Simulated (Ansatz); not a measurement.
We consider rutile SnO2, described by PBE (PAW; Ansatz, a program for electronic structure).

Settings: plane-wave cutoff 500 eV, 8×8×12 k mesh (along the axes of the cell as run), Fermi–Dirac smearing 0.05 eV, scalar-relativistic PAW data made under PBE.

Cell (relaxed at this level):

```
SnO2
1.0
    4.82756     0.00000     0.00000
    0.00000     4.82756     0.00000
    0.00000     0.00000     3.23796
Sn O
2 4
Direct
  0.50000   0.50000   0.50000
  0.00000   0.00000   0.00000
  0.19342   0.80658   0.50000
  0.80658   0.19342   0.50000
  0.69342   0.69342   0.00000
  0.30658   0.30658   0.00000
```

Task: Estimate the band gap that the calculation returns.

Result: 
- band gap: 0.68 eV (on the SCF k mesh)

Measured, for comparison: band gap 3.81 eV (zero-point renormalisation of 215 meV (computed, non-adiabatic AHC, without the lattice-expansion part) added back here to the 1.8 K gap of; inputs from Miglio et al. (2020), arXiv:2011.12765).

Spin–orbit coupling is not included.

Static lattice: no zero-point or thermal effects.

Computing time: very roughly 2.9 core-minutes.
